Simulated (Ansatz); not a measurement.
Isolated molecules relaxed with PBE0-D4/def2-TZVP in Ansatz; ΔE leaves out vibrations. CCSD(T)/CBS is the MP2 limit (def2-TZVPP, def2-QZVPP) plus CCSD(T) − MP2 in def2-TZVPP, frozen cores. This one scheme is used for every species. DFT in def2-TZVPP. B3LYP here is the variant with VWN-RPA as its local correlation; programs differ in this.

`F/C=C1\CS1` + H₂ → `C=C1CS1` + H–F  (hydrogenolysis of a C–F bond)

`F/C=C1\CS1`:

Z-matrix (Å, degrees):
```
C
S 1 1.832
C 1 1.449 2 62.1
H 1 1.085 2 115.3 3 110.5
H 1 1.085 2 115.3 3 -110.5
C 3 1.313 1 146.4 2 180.0
F 6 1.341 3 121.0 1 0.0
H 6 1.082 3 125.5 1 180.0
```

H₂:

Z-matrix (Å, degrees):
```
H
H 1 0.746
```

`C=C1CS1`:

Cartesian coordinates in Å:
```
C -0.825 -1.072 0.425
C -0.218 0.077 0.209
C 0.834 0.764 -0.516
S -0.195 1.751 0.636
H -1.653 -1.155 1.117
H -0.498 -1.965 -0.095
H 1.865 0.617 -0.207
H 0.689 0.982 -1.569
```

H–F:

Cartesian coordinates in Å:
```
F 0.043 0.361 -0.282
H -0.043 -0.361 0.282
```

```tsv
level	ΔE (kJ/mol)	difference from CCSD(T)/CBS
BLYP-D4	-93.9	22.9
r2SCAN-D4	-99.1	17.7
B97M-V	-101.7	15.1
B3LYP-D4	-101.3	15.5
r2SCANh-D4	-102.5	14.3
PBE-QIDH	-114.3	2.5
BLYP	-95.5	21.3
r2SCAN0	-107.3	9.5
HF/def2-SVP	-107.4	9.4
CCSD(T)/def2-TZVPP	-112.6	4.2
CCSD(T)/CBS	-116.8	0
```

Task: What do rigid-rotor, harmonic-oscillator terms from PBE0-D4/def2-TZVP frequencies (298.15 K, 1 bar) make of the CCSD(T)/CBS value? (Estimate.)

Result: The calculation gave: ΔZPE = +17.1 kJ/mol, ΔH = -101.8 kJ/mol, ΔS = 21 J/(mol·K), ΔG = -108.0 kJ/mol.

Largest T1 diagnostic among the species: 0.013.

From BLYP to BHLYP (50 % exact exchange), in def2-TZVPP and without D4, ΔE moves by −13.7 kJ/mol. At CCSD(T), def2-SVP lies +18.2 kJ/mol from the extrapolated value and def2-TZVPP +4.2 kJ/mol.
